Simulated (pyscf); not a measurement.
Thermochemistry of product channels of `[NH2][NH2]` + `[GeH2]` [singlet] on the singlet surface, in eV, from ωB97M-D3(BJ)/def2-TZVP energies (ideal gas, 1 atm, RRHO with modes under 100 cm⁻¹ raised to 100, one conformer, R ln 2 for chiral ones without a mode under 150 cm⁻¹). Single points on ωB97X-D3(BJ)/def2-SVP structures (PySCF, gas phase).

```csv
products,ΔE,ΔH(298 K),ΔG(298 K),ΔG(1200 K)
`[NH2][GeH]` [singlet] + `[NH3]`,-2.65,-2.59,-2.58,-2.56
`[NH2][NH][GeH3]`,-1.55,-1.54,-1.07,[?]
`[NH]=[GeH2]` + `[NH3]`,-1.04,-1.09,-1.07,-1.06
`[NH2][N]=[GeH2]` + `[H][H]`,+0.74,+0.51,+0.59,[?]
`[NH2][GeH2][NH2]`,-3.49,-3.45,-2.99,[?]
```

### Question
Complete the blanks.

### Answer

- `[NH2][NH][GeH3]`, ΔG(1200 K): +0.25
- `[NH2][N]=[GeH2]` + `[H][H]`, ΔG(1200 K): +0.69
- `[NH2][GeH2][NH2]`, ΔG(1200 K): -1.74

The channel to H₂N–NH–GeH₃ turns unfavourable between 298 and 1200 K (ΔG from -1.07 eV to +0.25 eV).

These are energies of the channels, which say nothing of barriers. H₂N–N=GeH₂ lies 1.41 eV over its isomer H₂N–NH–GeH: [singlet] (electronic energy, ωB97M-D3(BJ)/def2-TZVP). A restricted solution here is unstable towards spin polarisation, so biradical character is likely and single-reference numbers are less safe. Elements up to Kr have no core potential and no relativistic terms here.
